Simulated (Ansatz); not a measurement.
Born–Oppenheimer molecular dynamics of BFH₃N (6 atoms, charge 0, multiplicity 1). It goes on from the last frame of an earlier run, with new velocities.

All numbers below come from RKS PBE-D4/6-31G* (Ansatz 0.2.0).

```json
{
  "ensemble": "NVE (velocity Verlet)",
  "time step": "0.5 fs",
  "steps asked": "150",
  "starting velocities drawn for": "100 K",
  "seed": "728734"
}
```

Frames 2.5 fs apart, positions in Å, forces in eV/Å.

Velocities at 25.0 fs (Å/ps):

```
B 2.18 5.32 3.26
N 6.15 0.59 0.41
H -5.92 9.08 5.50
H -3.36 -19.95 25.94
H 13.06 -9.10 32.43
F -5.97 -2.40 -5.54
```

```xyz
6
Properties=species:S:1:pos:R:3:forces:R:3 time_fs=25.0 energy_less_start_eV=-0.205 T=495
B -0.013 0.087 0.057 0.22 -0.97 1.68
N 0.006 -0.052 1.480 -0.85 0.58 -0.35
H -0.810 0.191 2.055 0.14 -0.52 -0.17
H 0.858 -0.092 2.022 0.35 0.31 0.01
H 1.033 0.232 -0.458 0.52 0.11 -0.79
F -1.147 -0.156 -0.604 -0.38 0.50 -0.38
6
Properties=species:S:1:pos:R:3:forces:R:3 time_fs=27.5 energy_less_start_eV=-0.121 T=334
B -0.008 0.098 0.069 -0.06 -1.30 0.79
N 0.019 -0.049 1.481 -1.02 0.68 0.91
H -0.814 0.196 2.058 0.49 -0.67 -0.48
H 0.854 -0.132 2.080 -0.23 0.39 -0.68
H 1.080 0.212 -0.403 0.07 0.10 -0.85
F -1.162 -0.161 -0.618 0.74 0.81 0.31
6
Properties=species:S:1:pos:R:3:forces:R:3 time_fs=30.0 energy_less_start_eV=-0.072 T=239
B -0.002 0.101 0.086 0.21 -1.42 -0.46
N 0.028 -0.044 1.486 -0.46 0.41 0.50
H -0.795 0.162 2.038 -0.53 -0.40 0.20
H 0.841 -0.150 2.101 0.03 0.37 -0.66
H 1.129 0.199 -0.397 -0.81 0.05 -0.50
F -1.175 -0.164 -0.631 1.55 0.99 0.91
6
Properties=species:S:1:pos:R:3:forces:R:3 time_fs=32.5 energy_less_start_eV=-0.070 T=236
B 0.004 0.096 0.100 -0.05 -1.40 -1.32
N 0.035 -0.036 1.492 -1.01 0.39 -0.26
H -0.804 0.104 2.027 -0.73 -0.31 0.43
H 0.834 -0.146 2.087 0.80 0.25 0.03
H 1.133 0.188 -0.421 -1.01 0.05 -0.22
F -1.183 -0.163 -0.641 1.99 1.02 1.34
6
Properties=species:S:1:pos:R:3:forces:R:3 time_fs=35.0 energy_less_start_eV=-0.162 T=412
B 0.010 0.084 0.107 -0.93 -1.24 -1.50
N 0.037 -0.027 1.499 -1.60 0.30 0.42
H -0.848 0.026 2.038 0.64 -0.33 -0.22
H 0.867 -0.125 2.070 0.21 0.27 -0.04
H 1.081 0.181 -0.460 -0.37 0.10 -0.21
F -1.185 -0.160 -0.648 2.05 0.90 1.55
6
Properties=species:S:1:pos:R:3:forces:R:3 time_fs=37.5 energy_less_start_eV=-0.228 T=540
B 0.011 0.064 0.106 -1.77 -0.97 -1.04
N 0.033 -0.016 1.506 -0.64 0.03 0.35
H -0.859 -0.069 2.039 0.90 -0.13 -0.20
H 0.910 -0.089 2.049 -0.76 0.25 -0.33
H 1.008 0.180 -0.512 0.53 0.17 -0.33
F -1.180 -0.153 -0.649 1.74 0.65 1.54
6
Properties=species:S:1:pos:R:3:forces:R:3 time_fs=40.0 energy_less_start_eV=-0.303 T=685
B 0.002 0.039 0.099 -1.35 -0.46 -0.65
N 0.026 -0.006 1.515 0.21 0.05 -1.28
H -0.824 -0.174 2.032 -0.16 -0.12 0.49
H 0.915 -0.039 2.013 -0.34 0.09 0.11
H 0.962 0.189 -0.581 0.58 0.13 0.03
F -1.169 -0.144 -0.645 1.06 0.30 1.31
6
Properties=species:S:1:pos:R:3:forces:R:3 time_fs=42.5 energy_less_start_eV=-0.307 T=692
B -0.014 0.012 0.089 0.08 0.26 -0.40
N 0.019 0.005 1.518 -0.59 -0.11 -2.01
H -0.791 -0.285 2.050 -0.08 0.00 0.35
H 0.903 0.017 1.984 0.54 -0.01 0.57
H 0.948 0.205 -0.647 0.05 -0.05 0.71
F -1.156 -0.135 -0.638 0.00 -0.09 0.77
6
Properties=species:S:1:pos:R:3:forces:R:3 time_fs=45.0 energy_less_start_eV=-0.241 T=565
B -0.029 -0.014 0.076 1.51 0.87 0.30
N 0.010 0.015 1.514 -0.60 -0.69 -0.82
H -0.760 -0.394 2.086 0.73 0.54 -0.43
H 0.914 0.072 1.983 -0.19 -0.10 0.04
H 0.939 0.218 -0.672 -0.13 -0.19 0.94
F -1.143 -0.126 -0.628 -1.31 -0.45 -0.02
6
Properties=species:S:1:pos:R:3:forces:R:3 time_fs=47.5 energy_less_start_eV=-0.169 T=427
B -0.036 -0.035 0.066 2.21 1.21 1.30
N -0.001 0.023 1.505 0.36 -0.75 -0.20
H -0.691 -0.473 2.099 0.30 0.56 -0.43
H 0.915 0.121 1.985 -0.71 -0.17 -0.46
H 0.925 0.221 -0.644 0.22 -0.16 0.57
F -1.133 -0.118 -0.618 -2.39 -0.69 -0.78
6
Properties=species:S:1:pos:R:3:forces:R:3 time_fs=50.0 energy_less_start_eV=-0.127 T=346
B -0.032 -0.049 0.062 1.71 1.25 1.85
N -0.011 0.027 1.496 0.54 -0.38 -0.74
H -0.609 -0.522 2.091 -0.78 -0.05 0.22
H 0.881 0.162 1.963 0.25 -0.03 -0.16
H 0.925 0.214 -0.584 0.79 -0.02 -0.10
F -1.131 -0.112 -0.610 -2.50 -0.78 -1.09
6
Properties=species:S:1:pos:R:3:forces:R:3 time_fs=52.5 energy_less_start_eV=-0.127 T=344
B -0.018 -0.057 0.068 0.82 1.23 1.08
N -0.018 0.030 1.483 -0.04 -0.68 -0.06
H -0.566 -0.569 2.091 -0.70 0.14 0.02
H 0.861 0.201 1.933 0.84 0.08 0.17
H 0.969 0.206 -0.527 0.65 -0.01 -0.35
F -1.137 -0.108 -0.606 -1.56 -0.75 -0.86
```

Of the whole run (75 fs, mean temperature of the second half 488 K): The conserved energy stayed within 0.15 meV per atom of its start (net change -0.056 meV per atom), so the integration is sound. The system heated up, since it started high on the potential surface and ran downhill. A run of 0.075 ps of so small a system gives no equilibrium averages.

Time of the run: 2.3 min on 1 thread of Arm Neoverse V1, on a shared host, peak memory 0.091 GiB.
